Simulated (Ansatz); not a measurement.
System: SiH$_{2}$ (charge 0, singlet). SMILES: [SiH2]
Structure (B3LYP-D3(BJ)/def2-TZVP (Ansatz, a program for electronic structure) minimum search):
```xyz
3

Si     0.0052     0.0009     0.1327
H     -0.0342     1.0849    -0.9366
H     -0.0389    -1.0973    -0.9218
```
Charge 0, spin multiplicity 1.

Wanted: vertical triplet-singlet gap (E(triplet) - E(singlet); each state is the SCF solution reached for its spin; for the singlet the Hartree-Fock reference is unstable and T1 is 0.015), in eV. Correlated levels leave the core frozen unless marked. UHF or UKS for open shells. No spin-orbit coupling. No relativistic terms. CBS(X,Y): correlation extrapolated as X^-3; Hartree-Fock from the larger set. The bracket is a focal-point correction in the basis named.

```json
[
 {"level": "HF/def2-SVPD", "program": "Ansatz", "vertical triplet-singlet gap (eV)": "0.60"},
 {"level": "HF/def2-QZVPPD", "program": "Ansatz", "vertical triplet-singlet gap (eV)": "0.61"},
 {"level": "PBE/def2-TZVPD", "program": "Ansatz", "vertical triplet-singlet gap (eV)": "1.07"},
 {"level": "r2SCAN/def2-TZVPD", "program": "Ansatz", "vertical triplet-singlet gap (eV)": "0.86"},
 {"level": "PBE0/def2-TZVPD", "program": "Ansatz", "vertical triplet-singlet gap (eV)": "1.04"},
 {"level": "BHLYP/def2-TZVPD", "program": "Ansatz", "vertical triplet-singlet gap (eV)": "1.26"},
 {"level": "CAM-B3LYP/def2-TZVPD", "program": "Ansatz", "vertical triplet-singlet gap (eV)": "1.27"},
 {"level": "wB97M-V/def2-TZVPD", "program": "Ansatz", "vertical triplet-singlet gap (eV)": "1.44"},
 {"level": "MP2/aug-cc-pV(D+d)Z", "program": "Ansatz", "vertical triplet-singlet gap (eV)": "1.06"},
 {"level": "SCS-MP2/def2-SVPD", "program": "Ansatz", "vertical triplet-singlet gap (eV)": "1.20"},
 {"level": "SCS-MP2/def2-QZVPPD", "program": "Ansatz", "vertical triplet-singlet gap (eV)": "1.36"},
 {"level": "CCSD(T)/aug-cc-pV(Q+d)Z", "program": "Ansatz", "vertical triplet-singlet gap (eV)": "1.27"},
 {"level": "RI-MP2/CBS(aug-cc-pV(T+d)Z,aug-cc-pV(Q+d)Z)+[CCSD(T)-MP2]/aug-cc-pV(T+d)Z", "program": "Ansatz", "vertical triplet-singlet gap (eV)": "1.31"},
 {"level": "RI-MP2/CBS(def2-TZVPPD,def2-QZVPPD)+[CCSD(T)-MP2]/def2-QZVPPD", "program": "Ansatz", "vertical triplet-singlet gap (eV)": "1.29"},
 {"level": "CCSD(T)/CBS(aug-cc-pV(T+d)Z,aug-cc-pV(Q+d)Z)", "program": "Ansatz", "vertical triplet-singlet gap (eV)": "1.27"}
]
```
